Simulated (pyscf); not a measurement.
This saddle point was located with ωB97X-D3(BJ)/def2-SVP in PySCF.

```xyz
14

N      0.7454    -0.2200     0.8221
Ga    -0.6681    -0.4300    -0.3716
N     -0.4980    -1.3723    -1.9160
N     -2.2491     0.3771     0.0306
H      0.6379     0.9717     1.2601
H      1.6588    -0.1689     0.3579
H      0.3352    -1.8944    -2.1573
H     -1.2835    -1.6459    -2.4936
H     -2.4353     0.7294     0.9623
H     -3.1124     0.1765    -0.4598
C      0.4954     2.2664     1.3694
H      0.4715     2.4380     2.4536
H      1.3602     2.7356     0.8829
H     -0.4538     2.5043     0.8723
```
Charge 0, spin multiplicity 2.

Surface: doublet, charge 0. Lowest wavenumbers (cm⁻¹): 1782i, 37, 94, 107, 168.

Problem. What reaction is this the transition state of?

Solution. H₂N–Ga(NH₂)–NH₂ + methyl (CH₃•) ⇌ •HN–Ga(NH₂)–NH₂ + methane (CH₄), a hydrogen abstraction read from left to right: H–N broken and C–H formed. At ωB97M-D3(BJ)/def2-TZVP it lies +0.69 eV from the left side and +0.50 eV from the right (each side as separated species at their lowest minima found). This is the saddle that the search found; another between the same sides may lie lower. The angle at the transferred H is 165°. Elements up to Kr have no core potential and no relativistic terms here.
